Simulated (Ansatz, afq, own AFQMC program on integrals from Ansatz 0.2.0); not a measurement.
AFQMC on a folder of integrals that Ansatz 0.2.0 wrote.

```yaml
crystal:
  periodic: [false, false, false]
  atoms:
    - {symbol: Pt, position_ang: [0.000000, 0.000000, 0.000000]}
basis:
  gaussian: {orbitals: def2-SVP}
magnetization: {spin_polarized: true, initial_magnetization: 2}
correlation: {method: ccsd_t, electrons: outside_noble_gas, hamiltonian_folder: ham}
```

```sh
$ ansatz run in.yaml --threads 1 --pin off --events-out ev --progress --plain --max-ram 24576MiB --backend cuda --devices 0, --max-vram 18GiB
```

afq runs on the folder ham with

```
--method phaseless --trial cisd --walkers 4000 --populations 20 --least-time 60 --time-step 0.005 --steps-per-block 50 --equilibration-blocks 40 --max-blocks 4000 --target-error 0.00019 --factor-cut 1e-05 --start spin_pure --seed 3931 --release-times 0.24,0.6,1.2,2,3,4.2 --release-step 0.04 --release-every 3 --taylor-order 6
```

Times are imaginary, in 1/Eh. The walk had a cap of 171 s. With eight or more populations the least sampling time is a fifth of least-time, and the error comes from their spread. Core potentials past Kr, no spin–orbit coupling.

Output of the walk:

```
orbitals 28  electrons 6 4  factors 205 of 205
reference energy -118.39352061 Eh
CCSD correlation -0.19725704 Eh in 12 cycles, weight of the determinant in the CISD state 0.9336
energy of the start -118.590743 Eh
 block  time / (1/Eh)  mean weight  energy / Eh
     1     0.250  0.9998  -118.589280
     2     0.500  1.0000  -118.590754
     3     0.750  1.0000  -118.592138
     4     1.000  1.0002  -118.592773
     5     1.250  0.9998  -118.593148
     7     1.750  0.9997  -118.593740
     9     2.250  1.0000  -118.594304
    11     2.750  0.9998  -118.594119
    15     3.750  1.0000  -118.594264
    19     4.750  0.9999  -118.594347
    23     5.750  0.9999  -118.594188
    27     6.750  1.0000  -118.594516
    31     7.750  1.0003  -118.594313
    35     8.750  1.0002  -118.594254
    39     9.750  1.0003  -118.594958
    43    10.750  1.0003  -118.594468
    47    11.750  0.9998  -118.594198
    51    12.750  1.0001  -118.593892
    55    13.750  0.9996  -118.594303
    59    14.750  0.9996  -118.594234
    63    15.750  1.0003  -118.594476
    67    16.750  1.0003  -118.593664
    71    17.750  0.9999  -118.593592
    75    18.750  1.0000  -118.593996
    79    19.750  0.9999  -118.594629
    83    20.750  1.0001  -118.594441
    87    21.750  1.0001  -118.594141
    89    22.250  0.9998  -118.594130
error from the spread of 20 populations
released: time / (1/Eh)  energy / Eh  error  mean overlap
  0.24  -118.594505  0.000224  1.0001
  0.60  -118.594489  0.000052  0.9975
  1.20  -118.594572  0.000072  0.9987
  2.00  -118.594669  0.000071  0.9959
  3.00  -118.594797  0.000117  0.9860
  4.20  -118.594570  0.000168  0.9907
energy -118.594179 +/- 0.000078 Eh
(rows thinned)
```

The run passed its tests (sampling time, drift between the halves within three errors, error under three times the target), which doesn't prove that it has relaxed.

Against this walk (error 2.1 meV) on the same determinant: CCSD(T) 6.1 meV lower, CCSDT(Q) 12.5 meV lower, CCSDTQ 13.4 meV lower. The error is statistical and leaves out the bias of the constraint. The released energies have errors that jump between times, so the bars are unsure (meV from the phaseless value at times in 1/Eh: -8.4 ± 1.4 at 0.60, -10.7 ± 2.0 at 1.20, -13.3 ± 1.9 at 2.00, -17 ± 3 at 3.00, -11 ± 5 at 4.20), so they give no level.

Cautions: constraint bias not in the error; no spin-orbit coupling; outer-core shells of the metal frozen.

The walk took 23 s on 1 × NVIDIA H100 80GB HBM3 with 2 threads of AMD EPYC 7R13 Processor (Zen 3), on a shared host (the card was shared). The log's last line is the phaseless energy.

CCSDT and higher add their correlation energy to the determinant of the CCSD(T) run, since their own runs factorise the integrals more tightly (a shift of under 2 meV). A walk keeps the symmetry of its determinant, which the program's search chose and which needn't be the lowest solution, so a lower state of the same spin and another symmetry isn't excluded.
